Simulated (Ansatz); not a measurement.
Level of theory: Ansatz (a first-principles code) with frozen-core CCSD(T)/cc-pVTZ // B3LYP-D3(BJ)/def2-TZVP.

Ansatz 0.2 input:
```yaml
crystal:
  periodic: [false, false, false]
  atoms:
    - { symbol: C, position_ang: [0.000004, 0.000001, 0.000101] }
    - { symbol: H, position_ang: [1.031997, -0.315043, -0.001364] }
    - { symbol: H, position_ang: [-0.788831, -0.736197, -0.004415] }
    - { symbol: H, position_ang: [-0.24317, 1.051239, 0.005678] }
basis:
  gaussian: { orbitals: cc-pVTZ }
correlation:
  method: ccsd_t
magnetization:
  spin_polarized: true
  initial_magnetization: 1
```

Output:

```
Functional definition: HF
394 factors; integrals over basis functions are off by at most 1.1e-3 eV
mean field evaluation 1: about -1076.2609 eV, gradient 1.1e1 eV
mean field evaluation 2: about -1076.2603 eV, gradient 1.1e1 eV
mean field evaluation 4: about -1076.9464 eV, gradient 1.1e0 eV
mean field evaluation 8: about -1076.9579 eV, gradient 3.9e-4 eV
mean field evaluation 16: about -1076.9559 eV, gradient 3.3e-1 eV
mean field -1076.95792282 eV, -39.5774736754 hartree, gradient 7.0e-7 eV, S^2 0.761711; 0 other end points of the search recorded, 0 dependent functions left out
1 core orbitals not correlated
reference -1076.95792282 eV, -39.5774736754 hartree; 4, 3 occupied and 67, 68 virtual orbitals, 394 factors
second order -4.30408620 eV of doubles, -0.00000000 eV of singles
cycle   1  -4.71419006 eV  change   -4.1e-1 eV  update   3.9e-2
cycle   2  -4.85130975 eV  change   -1.4e-1 eV  update   1.4e-2
cycle   3  -4.86410743 eV  change   -1.3e-2 eV  update   4.6e-3
cycle   4  -4.86458847 eV  change   -4.8e-4 eV  update   1.8e-3
cycle   5  -4.86481867 eV  change   -2.3e-4 eV  update   5.5e-4
cycle   6  -4.86490056 eV  change   -8.2e-5 eV  update   1.3e-4
cycle   7  -4.86491710 eV  change   -1.7e-5 eV  update   3.8e-5
cycle   8  -4.86491692 eV  change    1.8e-7 eV  update   1.1e-5
cycle   9  -4.86491554 eV  change    1.4e-6 eV  update   2.6e-6
perturbative correction -0.12845121 eV, -0.0047204948 hartree
Total energy: -1081.95128957 eV, -39.7609765188 hartree
```

Cost: about 4 core-seconds (a rough figure).
